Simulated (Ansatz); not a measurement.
A nudged elastic band was laid between two geometries of C3H5NO (10 atoms, charge 0, multiplicity 1).

Method: UKS revPBE-D4/def2-SVP in Ansatz 0.2.0.

```yaml
movable_images: 5
climbing_image: yes
spring: 5.0 eV/Å²
optimiser: quadratic models (default)
start_path: through a guess of the saddle point
force_threshold: 0.05 eV/Å
iteration_limit: 60
end_points: relaxed
```

First end point:

```xyz
10
Properties=species:S:1:pos:R:3
N -1.398 1.352 0.928
C -0.418 0.532 0.809
C -0.321 -0.367 -0.375
C 1.005 -0.691 -0.960
O 0.325 -1.636 -0.143
H -1.294 1.902 1.798
H 0.418 0.410 1.541
H -1.216 -0.385 -1.026
H 1.062 -0.926 -2.041
H 1.920 -0.241 -0.526
```

Last end point:

```xyz
10
Properties=species:S:1:pos:R:3
N -0.202 0.921 1.050
C -1.232 -0.052 0.522
C 0.193 -0.137 0.180
C 1.145 -0.392 -0.895
O 1.201 -1.087 0.391
H -0.249 1.822 0.553
H -1.657 -0.718 1.293
H -1.948 0.284 -0.250
H 0.862 -1.017 -1.764
H 1.970 0.324 -1.076
```

Q: Which bonds break or form, and what moves?

A: Bonds broken: C3–H8. Bonds formed: N1–C3, C2–H8.

Q: What energy profile does the band end with?

A: It converged. The highest image is number 3 of 0 to 6, 330.1 kJ/mol above the first end and 250.6 kJ/mol above the last; the last end lies 79.5 kJ/mol above the first. Neighbouring images differ by up to 2.9 eV, so the band resolves the path poorly. A vibrational analysis at the climbing image gives one clearly imaginary mode, 1066i cm⁻¹: a first-order saddle point.

```json
{"image": "0", "path coordinate (Å)": "0.00", "energy (kJ/mol)": "0.0", "C3–H8 (Å)": "1.11", "N1–C3 (Å)": "2.41", "C2–H8 (Å)": "2.20"}
{"image": "1", "path coordinate (Å)": "1.09", "energy (kJ/mol)": "11.2", "C3–H8 (Å)": "1.11", "N1–C3 (Å)": "2.42", "C2–H8 (Å)": "2.20"}
{"image": "2", "path coordinate (Å)": "2.17", "energy (kJ/mol)": "53.9", "C3–H8 (Å)": "1.13", "N1–C3 (Å)": "2.40", "C2–H8 (Å)": "1.94"}
{"image": "3", "path coordinate (Å)": "3.26", "energy (kJ/mol)": "330.1", "C3–H8 (Å)": "1.75", "N1–C3 (Å)": "2.45", "C2–H8 (Å)": "1.20"}
{"image": "4", "path coordinate (Å)": "5.26", "energy (kJ/mol)": "304.0", "C3–H8 (Å)": "2.16", "N1–C3 (Å)": "2.50", "C2–H8 (Å)": "1.12"}
{"image": "5", "path coordinate (Å)": "7.27", "energy (kJ/mol)": "262.7", "C3–H8 (Å)": "2.23", "N1–C3 (Å)": "2.28", "C2–H8 (Å)": "1.11"}
{"image": "6", "path coordinate (Å)": "9.27", "energy (kJ/mol)": "79.5", "C3–H8 (Å)": "2.22", "N1–C3 (Å)": "1.43", "C2–H8 (Å)": "1.11"}
```

Q: What is the geometry of the highest image?

A: 
```xyz
10
Properties=species:S:1:pos:R:3:forces:R:3
N -0.504 1.637 0.897 0.01 0.01 0.00
C -0.690 0.280 0.791 -0.02 -0.03 0.00
C 0.160 -0.492 -0.116 0.01 0.02 0.00
C 1.159 -0.556 -1.151 0.00 -0.01 0.01
O 0.872 -1.630 -0.115 0.00 0.00 0.00
H -1.400 2.024 1.241 0.00 0.00 0.00
H -1.023 -0.362 1.653 0.00 0.00 0.00
H -1.523 -0.041 -0.005 0.00 0.01 0.00
H 0.890 -0.843 -2.183 0.00 0.00 0.00
H 2.141 -0.069 -1.009 0.00 0.00 -0.01
```

The run took 4.9 min on 2 threads of INTEL(R) XEON(R) PLATINUM 8581C CPU @ 2.30GHz (Emerald Rapids), on a shared host, peak memory 0.24 GiB.
